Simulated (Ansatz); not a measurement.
# HAlB, doublet: reading a ladder of total energies

Geometry: a point of a stretch scan, not a stationary point.

```yaml
atoms:
  - { symbol: B, position_ang: [0.0000, -0.1279, 1.5256] }
  - { symbol: Al, position_ang: [0.0000, 0.1077, -0.5377] }
  - { symbol: H, position_ang: [0.0000, -1.5111, -1.9693] }
```

Basis 6-31G; Ansatz 0.2.0. Correlated methods freeze the noble-gas cores, which leaves 7 electrons in 18 orbitals. Prefix R: restricted or restricted open-shell reference.

Full CI is exact within this basis and frozen core; it isn't the basis-set limit.

The cluster runs stand on a determinant 0.22 eV above the lowest RHF solution, chosen by trial CCSD; the correlation energy below is counted from it.

Runs differ by some tens of microhartree through their thresholds and, for an open shell, their frozen cores, so steps under 0.03 kcal/mol mean nothing.

| level | total energy (hartree) |
| --- | --- |
| RHF determinant under the cluster runs | -266.903375 |
| RMP2 | -266.987535 |
| RCCSD | -267.032395 |
| RCCSD(T) | -267.038738 |
| RCCSDT | -267.040809 |
| RCCSDT(Q) | -267.041405 |
| RCCSDTQ | -267.041512 |
| full CI | -267.041565 |

**Question.** What is the correlation energy at full CI, and what share of it do RMP2 and RCCSD recover?

**Answer.** E(corr) = -267.041565 − (-266.903375) = -0.138190 hartree = -3.760 eV. RMP2: -0.084160 / -0.138190 = 60.90 %. RCCSD: -0.129020 / -0.138190 = 93.36 %.

**Question.** By how many kcal/mol does RCCSD(T) miss full CI (1 hartree = 627.509 kcal/mol), and which steps make up the rest?

**Answer.** -267.038738 − (-267.041565) = 0.002827 hartree = 1.77 kcal/mol. Steps: RCCSDT − RCCSD(T) = -1.30, RCCSDT(Q) − RCCSDT = -0.37, RCCSDTQ − RCCSDT(Q) = -0.07, full CI − RCCSDTQ = -0.03 kcal/mol. With more than one leading determinant such errors change with state and geometry, and needn't cancel in differences.
